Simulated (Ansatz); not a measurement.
Geometry optimisation, Ansatz 0.2.0, UKS CAM-B3LYP-D4/6-31G*.

Input file:

```yaml
crystal:
  periodic: [false, false, false]
  atoms:
    - { symbol: C, position_ang: [-0.717337, -0.491473, -1.118919] }
    - { symbol: O, position_ang: [-0.065624, -1.395708, -1.570116] }
    - { symbol: C, position_ang: [0.709474, 0.489475, 1.109744] }
    - { symbol: H, position_ang: [-0.603094, 0.55193, -1.468082] }
    - { symbol: H, position_ang: [-1.487214, -0.64802, -0.339636] }
    - { symbol: H, position_ang: [-0.201171, 0.977492, 1.43639] }
    - { symbol: H, position_ang: [1.405012, 1.008502, 0.462217] }
    - { symbol: H, position_ang: [0.959854, -0.492297, 1.488402] }
magnetization:
  spin_polarized: true
  initial_magnetization: 1
basis:
  gaussian: { orbitals: "6-31G*" }
hamiltonian:
  xc: cam_b3lyp
  dispersion: d4
relax:
  f_tol: 0.03
  max_steps: 50
output:
  orbitals: {}
```

Launched with:

```bash
$ ansatz run input.yaml --threads 2 --pin off --max-ram 3072MiB --backend cpu --events-out ev --progress --plain --runs-dir out
```

Problem. Where does it end, and by what steps?

Solution. The run converged. The force dipped under the threshold on the way, but the program's further checks kept it going. After 7 steps the energy has fallen by 0.016 eV; H6 moved furthest, 0.34 Å.

```tsv
step	energy less start (eV)	largest force component (eV/Å)	accepted
0	0.0000	0.126	yes
1	0.0518	1.019	no
2	-0.0042	0.281	yes
3	-0.0124	0.121	yes
4	-0.0140	0.139	yes
5	-0.0157	0.012	yes
6	-0.0160	0.049	yes
7	-0.0161	0.021	yes
```

```xyz
8
Properties=species:S:1:pos:R:3
C -0.760 -0.563 -1.218
O -0.098 -1.458 -1.674
C 0.741 0.560 1.198
H -0.654 0.486 -1.557
H -1.529 -0.731 -0.439
H -0.036 1.126 1.696
H 1.449 1.067 0.557
H 0.887 -0.486 1.437
```

Whether the end is a true minimum wasn't checked by a vibrational analysis.

Time of the run: 9.9 s on 2 threads of Intel(R) Xeon(R) Platinum 8375C CPU @ 2.90GHz (Ice Lake), on a shared host, peak memory 0.18 GiB.
